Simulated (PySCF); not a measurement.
M06-2X single point of singlet HSiN at its PBE0 minimum.

An equivalent PySCF input for this run (the driver started from the density of an earlier step):

```python
from pyscf import gto, scf, dft
mol = gto.M(atom='''
Si    -0.000000     0.000000     0.472297
N      0.000000     0.000000    -1.084638
H     -0.000000     0.000000     1.959519''',
    basis={'Si': 'def2-TZVP', 'N': 'def2-TZVP', 'H': 'def2-TZVP'},
    charge=0, spin=0)
mf = dft.RKS(mol, xc='M062X')
mf.grids.atom_grid = (90, 434)
aux = {'Si': 'def2-universal-JKFIT', 'N': 'def2-universal-JKFIT', 'H': 'def2-universal-JKFIT'}
mf = mf.density_fit(auxbasis=aux)
mf.conv_tol = 1e-08
mf.diis_space = 10
mf.max_cycle = 60
mf.verbose = 4
mf.kernel()
```

Excerpt of the output:

```
init E= -344.68751012792
  HOMO = -0.325496775969896  LUMO = -0.0476896825509431  gap/eV = 7.55952
cycle= 1 E= -344.688717503341  delta_E= -0.00121  |g|= 0.0136  |ddm|= 0.108
  HOMO = -0.324638820431674  LUMO = -0.0501400551983845  gap/eV = 7.46949
cycle= 2 E= -344.688600675738  delta_E= 0.000117  |g|= 0.0267  |ddm|= 0.0255
  HOMO = -0.326501899385073  LUMO = -0.0501336191730955  gap/eV = 7.52036
cycle= 3 E= -344.688778960582  delta_E= -0.000178  |g|= 0.00459  |ddm|= 0.0185
  HOMO = -0.325908038954454  LUMO = -0.049653711398821  gap/eV = 7.51726
cycle= 4 E= -344.688785682596  delta_E= -6.72e-06  |g|= 0.00096  |ddm|= 0.0044
  HOMO = -0.325930402814966  LUMO = -0.0497746868383724  gap/eV = 7.51458
cycle= 5 E= -344.688786795517  delta_E= -1.11e-06  |g|= 0.000343  |ddm|= 0.00302
  HOMO = -0.325895553944606  LUMO = -0.0497697248848893  gap/eV = 7.51377
cycle= 6 E= -344.688786905351  delta_E= -1.1e-07  |g|= 0.000154  |ddm|= 0.00104
  HOMO = -0.325918380449099  LUMO = -0.0497898383435064  gap/eV = 7.51384
cycle= 7 E= -344.688786919365  delta_E= -1.4e-08  |g|= 3.27e-05  |ddm|= 0.000346
  HOMO = -0.325917417733138  LUMO = -0.0497897563322455  gap/eV = 7.51382
cycle= 8 E= -344.688786919775  delta_E= -4.1e-10  |g|= 2.48e-06  |ddm|= 7.01e-05
  HOMO = -0.325917174486849  LUMO = -0.0497902216250786  gap/eV = 7.51380
Extra cycle  E= -344.68878691977  delta_E= 4.89e-12  |g|= 5.07e-06  |ddm|= 4.98e-06
converged SCF energy = -344.68878691977
```

This run, together with those of the ionised and electron-attached species (not shown), took 7.9 s on 2 threads of a shared Arm Neoverse V2 host, with 74 basis functions; the process peaked at 0.7 GiB.
